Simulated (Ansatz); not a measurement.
# C₃H₆N radical: up Jacob's ladder to CCSD(T)

The task here is to estimate one member of a computed series from the others.

Program: Ansatz 0.2.0, Gaussian basis. Level of theory: functionals in def2-TZVPP, the program's frozen cores in correlated methods. These are calculated values, not measurements.

Plan: LDA (SPW92), PBE-D4, revPBE-D4, BLYP-D4, r2SCAN-D4, B97M-V, PBE0-D4, B3LYP-D4, r2SCANh-D4, r2SCAN0-D4, HSE06-D4, BHLYP-D4, CAM-B3LYP-D4, LC-ωPBE, ωB97X-V, ωB97M-V, B2PLYP, PBE-QIDH; CCSD(T)/def2-SVP; CCSD(T)/def2-TZVPP; MP2/def2-QZVPP; extrapolation to the limit; RPA on PBE.

## Structure used throughout

An earlier PBE0-D4 in a triple-zeta def2 set relaxation fixed the geometry.

SMILES `C=C[N]C`, 10 atoms, charge 0, spin multiplicity 2.

Atoms are counted from 1 here; the program's logs count them from 0.

Bond lengths: C1–C2 1.387 Å, C1–H5 1.083 Å, C1–H6 1.082 Å, C2–N3 1.307 Å, C2–H7 1.099 Å, N3–C4 1.430 Å, C4–H8 1.096 Å, C4–H9 1.100 Å, C4–H10 1.096 Å. Angles: C2–C1–H5 119.7°, C2–C1–H6 121.1°, H5–C1–H6 119.2°, C1–C2–N3 121.6°, C1–C2–H7 118.2°, N3–C2–H7 120.2°, C2–N3–C4 117.0°, N3–C4–H8 109.2°, N3–C4–H9 114.3°, N3–C4–H10 109.3°, H8–C4–H9 108.9°, H8–C4–H10 106.0°, H9–C4–H10 108.8°.

The first run:

File in.yaml:

```yaml
crystal:
  periodic: [false, false, false]
  atoms:
    - {symbol: C, position_ang: [-0.942272, 1.415647, -1.014021]}
    - {symbol: C, position_ang: [-0.066464, 0.623715, -0.286965]}
    - {symbol: N, position_ang: [-0.374733, -0.598008, 0.059361]}
    - {symbol: C, position_ang: [0.601669, -1.327722, 0.808003]}
    - {symbol: H, position_ang: [-1.907179, 1.020531, -1.305662]}
    - {symbol: H, position_ang: [-0.678519, 2.426052, -1.296928]}
    - {symbol: H, position_ang: [0.905732, 1.049897, -0.003437]}
    - {symbol: H, position_ang: [0.854959, -2.248110, 0.270487]}
    - {symbol: H, position_ang: [1.526433, -0.768296, 1.011299]}
    - {symbol: H, position_ang: [0.163474, -1.645005, 1.760761]}
basis:
  gaussian: {orbitals: def2-TZVPP}
magnetization: {spin_polarized: true, initial_magnetization: 1}
hamiltonian: {xc: lda}
output: {orbitals: {seedname: orbitals}}
```

Among the steps run: LDA; PBE-D4 (GGA); revPBE-D4 (GGA); BLYP-D4 (GGA); r2SCAN-D4 (meta-GGA); B97M-V (meta-GGA); PBE0-D4 (hybrid); B3LYP-D4 (hybrid); r2SCANh-D4 (hybrid); r2SCAN0-D4 (hybrid); HSE06-D4 (hybrid); BHLYP-D4 (hybrid); CAM-B3LYP-D4 (range-separated); LC-ωPBE (range-separated); ωB97X-V (range-separated); ωB97M-V (range-separated); B2PLYP (double hybrid); PBE-QIDH (double hybrid).

One table of the session follows, with a row left open; its other results are not shown here.

It belongs to the step «Orbital energies across the functionals». 

```
  functional  HOMO (eV)  LUMO (eV)  gap (eV)
 LDA (SPW92)      -5.21      -4.17      1.04
      PBE-D4      -5.20      -3.72      1.48
   revPBE-D4      -5.16      -3.60      1.56
     BLYP-D4      -5.02      -3.64      1.37
   r2SCAN-D4      -5.64      -3.14      2.50
      B97M-V      -5.47      -3.33      2.14
     PBE0-D4      -6.50      -2.49      4.01
    B3LYP-D4      -6.19      -2.86      3.32
  r2SCANh-D4          ?          ?         ?
  r2SCAN0-D4      -6.88      -2.03      4.85
    HSE06-D4      -6.10      -2.88      3.21
    BHLYP-D4      -7.66      -1.20      6.46
CAM-B3LYP-D4      -7.77      -1.41      6.36
     LC-ωPBE      -9.23      -0.07      9.17
     ωB97X-V      -8.67      -0.42      8.25
     ωB97M-V      -8.47      -0.56      7.91
```

Q: Estimate the row for r2SCANh-D4 from the others.

Worked estimate for «HOMO (eV)». Against the share of exact exchange, r2SCAN-D4 (0, -5.64), r2SCAN0-D4 (0.25, -6.88) give a slope of -4.96 per unit share; at 0.1 the line stands at -6.14.

**Answer.** HOMO (eV): -6.13; LUMO (eV): -2.70; gap (eV): 3.43. In «HOMO (eV)» the line misses by -0.01.
